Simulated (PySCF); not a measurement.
Run record for `C(=C)/C(Cl)=C\C`: B97-2/3-21G, IEF-PCM acetone, TDA, 25 singlets.

Method: TDA B97-2/3-21G, vertical, IEF-PCM acetone (non-equilibrium linear response), core orbitals frozen in the response (PySCF 2.14.0, density-fitted response routines). Geometry: GFN2-xTB. The input is one job of a driver script: a line of settings, then coordinates in Å.

Command:
```bash
OMP_NUM_THREADS=1 python probes_run.py task.json out
```

Input:
```
{"job": {"kind": "uv", "xc": "B97-2", "basis": "3-21G", "solvent": "acetone", "nstates": 25, "ntriplets": 2, "tda": true}, "charge": 0, "multiplicity": 1}
C      2.459822    -0.120297     0.145800
C      1.153139    -0.260668    -0.043810
C      0.133147     0.678064     0.376164
Cl     0.706132     2.107297     1.196522
C     -1.185747     0.562322     0.201288
C     -1.910653    -0.555532    -0.465986
H      2.875633     0.737604     0.645468
H      3.156684    -0.865267    -0.196383
H      0.779148    -1.138434    -0.550871
H     -1.823995     1.352090     0.574536
H     -1.245561    -1.331314    -0.828996
H     -2.484864    -0.165453    -1.306070
H     -2.617274    -0.999927     0.234610
```

Predict the output.

```
coarse grid: 11400 points
cycle   1  E = -651.5284480927  dE =  3.199e-01  |g| = 3.148e-01  |ddm| = 3.681e+00
cycle   2  E = -651.5203339320  dE =  8.114e-03  |g| = 3.704e-01  |ddm| = 8.245e-01
cycle   3  E = -651.5533170135  dE = -3.298e-02  |g| = 7.163e-02  |ddm| = 4.449e-01
cycle   4  E = -651.5546079883  dE = -1.291e-03  |g| = 2.033e-02  |ddm| = 1.040e-01
cycle   5  E = -651.5547090767  dE = -1.011e-04  |g| = 5.337e-03  |ddm| = 2.693e-02
cycle   6  E = -651.5547163851  dE = -7.308e-06  |g| = 8.199e-04  |ddm| = 7.794e-03
final grid: 105392 points
cycle   7  E = -651.5937321474  dE = -1.948e-05  |g| = 3.634e-03  |ddm| = 1.750e-02
cycle   8  E = -651.5937326292  dE = -4.818e-07  |g| = 3.497e-03  |ddm| = 8.212e-03
cycle   9  E = -651.5937356975  dE = -3.068e-06  |g| = 7.597e-04  |ddm| = 4.068e-03
cycle  10  E = -651.5937358526  dE = -1.551e-07  |g| = 1.003e-04  |ddm| = 8.694e-04
cycle  11  E = -651.5937358549  dE = -2.310e-09  |g| = 4.222e-05  |ddm| = 1.625e-04
cycle  12  E = -651.5937358554  dE = -4.644e-10  |g| = 5.158e-06  |ddm| = 5.314e-05
converged SCF energy = -651.5937358554

Static polarisability (au): isotropic 77.420, principal 27.873 74.598 129.791

Singlet excitations
state   eV       nm        f      main configurations
  1   6.0392    205.3   0.74618   H->L 0.81, H-1->L 0.13
  2   6.5107    190.4   0.00375   H->L+1 0.99
  3   6.8109    182.0   0.00004   H-2->L 0.99
  4   6.8708    180.5   0.39525   H-1->L 0.74, H->L 0.14, H->L+2 0.08
  5   7.4760    165.8   0.00103   H-3->L 0.99
  6   8.1946    151.3   0.03189   H->L+2 0.53, H-4->L 0.41
  7   8.2927    149.5   0.00259   H-1->L+1 0.98
  8   8.5024    145.8   0.00192   H-5->L 0.85, H-6->L 0.09
  9   8.7194    142.2   0.00360   H-2->L+1 0.98
 10   8.8252    140.5   0.00230   H-6->L 0.85, H-5->L 0.10
 11   9.0743    136.6   0.00164   H->L+3 0.97
 12   9.2755    133.7   0.14671   H-4->L 0.48, H->L+2 0.22, H-1->L+2 0.13
 13   9.3895    132.0   0.00014   H-7->L 0.93
 14   9.9308    124.8   0.00018   H-2->L+2 0.96
 15   9.9384    124.8   0.04431   H-3->L+1 0.57, H-1->L+2 0.25, H-8->L 0.11
 16  10.0019    124.0   0.00586   H->L+4 0.92
 17  10.2298    121.2   0.22552   H-3->L+1 0.34, H-8->L 0.30, H-1->L+2 0.26
 18  10.2797    120.6   0.00000   H->L+5 0.93
 19  10.3843    119.4   0.00054   H-4->L+1 0.94
 20  10.4059    119.1   0.01211   H-8->L 0.41, H-1->L+2 0.23
 21  10.6428    116.5   0.00071   H-3->L+2 0.84
 22  10.7481    115.4   0.00042   H->L+6 0.49, H->L+8 0.15, H-1->L+3 0.12
 23  10.8493    114.3   0.02109   H-9->L 0.71, H->L+6 0.20
 24  10.9670    113.1   0.00374   H-1->L+3 0.60, H->L+6 0.23
 25  11.0695    112.0   0.00012   H->L+8 0.72, H-1->L+3 0.15

Triplet excitations (Tamm-Dancoff, eV): 3.3148 5.2305
```

The SCF starts on a coarse grid where the log names one; the energy can jump when the final grid takes over, and dE then counts from the start density on the new grid. H and L stand for HOMO and LUMO; the number after each pair is its weight.

Which computed singlet has the largest oscillator strength, and what do all of them sum to?

State 1 at 6.04 eV (205 nm), f = 0.746; the 25 states sum to 1.652.

How does the lowest singlet excitation compare with the HOMO–LUMO gap?

HOMO -6.42 eV and LUMO -0.78 eV give a gap of 5.64 eV; S1 at 6.04 eV lies 0.40 eV above it.

In short: SCF converged in 12 cycles with 72 basis and 629 fitting functions; HOMO -6.42 eV, LUMO -0.78 eV; lowest singlet 6.04 eV; lowest triplet 3.31 eV (Tamm–Dancoff); mean polarisability 77.4 au.

The species at its GFN2-xTB geometry (one conformer only).

Estimate the wall time. Hardware: one thread of an Arm Neoverse V2 (shared host). And the peak memory of the process?

About 6.6 s, with 0.47 GiB resident at the peak, the Python interpreter and its libraries included.

The values belong to the conformer `[CH2:1]=[CH:2]/[C:3]([Cl:4])=[CH:5]\[CH3:6]`: C1–C2–C3–Cl4 0°.
